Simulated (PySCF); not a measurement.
Gas-phase reaction: SiF4 + FO ⇌ SiOF2 + 3 F

Energies from PySCF (xtb for GFN2), thermal terms from the rigid-rotor harmonic-oscillator model, ideal gas at 1 bar. † marks an energy on the PBE0/def2-TZVP geometry and frequencies; other levels use their own. 6-31G* has spherical d functions here. Open shells (unrestricted): FO (multiplicity 2, electronic degeneracy 4), F (multiplicity 2, electronic degeneracy 6); the rest are closed-shell singlets. GFN2 has no spin-polarisation term. Spin-orbit splitting is ignored; it lowers the true energy and changes the entropy of FO, F. B3LYP is the form with VWN-RPA correlation. SiOF2: computed as isolated molecules; such fragments, hydroxides, amides, oligomers or adducts are transient or little studied in the gas. The harmonic model lacks anharmonicity and excited electronic states, which grow with temperature; levels with a mode under 35 cm⁻¹ are left out.

| level | ΔE electronic, kJ | ΔH°(298 K), kJ | ΔS°(298 K), J/K | ΔG°(2000 K), kJ |
|---|---|---|---|---|
| B3LYP/6-31G* | 858 | 851 | 258 | 320 |
| GFN2-xTB | 502 | 497 | 249 | -13 |
| PBE/def2-TZVP† | 887 | 879 | 258 | 348 |
| PBE0/def2-QZVP† | 833 | 826 | 258 | 294 |
| PBE0/def2-SVP† | 826 | 818 | 258 | 287 |
| PBE0/def2-TZVP | 832 | 824 | 258 | 293 |
| r2SCAN/def2-TZVP† | 855 | 848 | 258 | 316 |
ΔH° is lowest at GFN2-xTB and highest at PBE/def2-TZVP†. No reference value is set beside these.
